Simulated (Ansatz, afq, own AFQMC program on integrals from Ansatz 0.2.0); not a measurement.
# N₂H₂, singlet: AFQMC among the cluster methods

```xyz
4

N     0.0000    0.0000    0.5896
N     0.0000    0.0000   -0.7584
H     0.0000    0.8651    1.1731
H     0.0000   -0.8651    1.1731
```

Connectivity, by distances: NH2–N.

Basis cc-pVDZ. Only valence electrons are correlated. AFQMC by an in-house program on the Cholesky factors that Ansatz 0.2.0 writes for its CCSD(T) run. The CISD trial takes its coefficients from CCSD amplitudes. Released means that phaseless walkers are propagated on without the constraint, phases kept. Error bars are statistical, one sigma.

Determinant: RHF, the one that the program's search chose, which needn't be the lowest solution. The geometry is a point of a scan.

No full CI on the walks' own integrals is used here; CCSDT(Q) serves as the reference and is uncertain by about the last step of the cluster series.

Cautions: higher spins were not checked; restricted determinant unstable towards unrestricted (UHF 409 meV lower, ⟨S²⟩ 0.75); raised T1 diagnostic (T1 0.030, weight of the determinant 0.87, largest double 0.11).

The T1 diagnostic is 0.0296, the weight of the determinant in the CISD state is 0.866 and the size of the correlated space is 12 electrons in 36 orbitals.

```
  level  correlation energy (eV)
    MP2                  -8.6714
   CCSD                  -9.3444
CCSD(T)                  -9.6891
```

Task: Estimate where phaseless AFQMC with a CISD trial lies against CCSD(T) on the same integrals.

Result: 2.9 ± 2.0 kJ/mol below CCSD(T). The gap is under twice the noise, so this walk alone can't tell the two apart.

Reference: CCSDT(Q), correlation energy -9.742 eV. The released energy is read at 2.40 1/Eh (meV from the phaseless value at times in 1/Eh: -15 ± 20 at 0.24, -31 ± 24 at 0.51, -15 ± 21 at 0.99, -43 ± 31 at 1.62, -15 ± 34 at 2.40).

```tsv
level	E − E(reference) (kJ/mol)	share of correlation (%)
CCSD(T)	5.1	99.46
CCSDT	3.3	99.65
ph-AFQMC/CISD	2.2 ± 2.0	99.76
released AFQMC	0.8 ± 3.2	99.92
```

A walk keeps the symmetry of its determinant, which the program's search chose and which needn't be the lowest solution, so a lower state of the same spin and another symmetry isn't excluded. Released energies are given only where the last usable release times agree within the noise; a slower fall can still hide under it.
